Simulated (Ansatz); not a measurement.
**Molecular dynamics, step by step**

BHOF (SMILES [OH+]=BF) (charge +1), singlet, PBE0-D4/def2-SVP (Ansatz 0.2.0). Settings (timestep in fs, temperature in K, friction in 1/fs; T counts 12 degrees of freedom, while the starting velocities carry no drift of the centre of mass, so T starts below the set value):

```yaml
hamiltonian: {xc: pbe0, dispersion: d4}
md: {n_steps: 80, timestep: 0.5, temperature: 1000, ensemble: nvt_langevin, seed: 845, friction: 0.002, initial_velocities: maxwell_boltzmann}
```

Start (the SMILES describes the start alone):

```xyz
4
angstrom
O 0.5448 -0.3737 0.1081
B -0.4365 0.2991 -0.0861
F -1.4433 0.9891 -0.2849
H 1.3349 -0.9145 0.2629
```

| step | time (fs) | potential energy less the start (meV) | kinetic energy (meV) | T (K) |
| --- | --- | --- | --- | --- |
| 0 | 0.00 | 0.0 | 387.8 | 750 |
| 5 | 2.50 | 106.0 | 294.5 | 570 |
| 10 | 5.00 | 65.9 | 284.3 | 550 |
| 15 | 7.50 | 71.5 | 318.8 | 617 |
| 20 | 10.00 | 147.9 | 267.6 | 518 |
| 25 | 12.50 | 101.9 | 308.9 | 597 |
| 30 | 15.00 | 203.2 | 232.1 | 449 |
| 35 | 17.50 | 297.4 | 153.7 | 297 |
| 40 | 20.00 | 372.5 | 80.8 | 156 |
| 45 | 22.50 | 283.8 | 156.2 | 302 |
| 50 | 25.00 | 315.4 | 123.7 | 239 |
| 55 | 27.50 | 187.6 | 258.7 | 500 |
| 60 | 30.00 | 90.8 | 363.0 | 702 |
| 65 | 32.50 | 146.6 | 342.3 | 662 |
| 70 | 35.00 | 113.2 | 412.1 | 797 |
| 75 | 37.50 | 82.9 | 501.2 | 969 |
| 80 | 40.00 | 108.3 | 468.8 | 907 |

Step 30, positions (Å) and forces (eV/Å):

```
atom       x       y       z      Fx      Fy      Fz
  O1   0.564  -0.453   0.068   2.362   1.345  -0.101
  B2  -0.369   0.371  -0.077  -1.835  -0.055  -0.301
  F3  -1.466   0.958  -0.254   1.264  -0.322   0.249
  H4   1.551  -0.162   0.030  -1.791  -0.968   0.153
```

Step 45, positions (Å) and forces (eV/Å):

```tsv
atom	x	y	z	Fx	Fy	Fz
O1	0.603	-0.472	0.048	-0.332	2.517	-0.288
B2	-0.356	0.378	-0.072	-0.684	-1.489	-0.181
F3	-1.461	0.937	-0.253	1.150	-0.161	0.284
H4	1.498	-0.051	-0.066	-0.134	-0.867	0.184
```

Step 65, positions (Å) and forces (eV/Å):

```tsv
atom	x	y	z	Fx	Fy	Fz
O1	0.619	-0.393	0.029	4.950	-1.408	0.182
B2	-0.362	0.295	-0.066	-3.099	1.770	-0.649
F3	-1.433	0.901	-0.258	0.271	-0.072	0.239
H4	1.640	-0.345	-0.046	-2.122	-0.290	0.228
```

Last step (80):

```xyz
4
angstrom
O 0.6961 -0.3255 0.0374
B -0.4219 0.2365 -0.0700
F -1.4275 0.8776 -0.2678
H 1.6136 -0.7253 0.0584
```

The run took about 2.3 min on 2 CPU threads of an Intel Xeon (shared host).
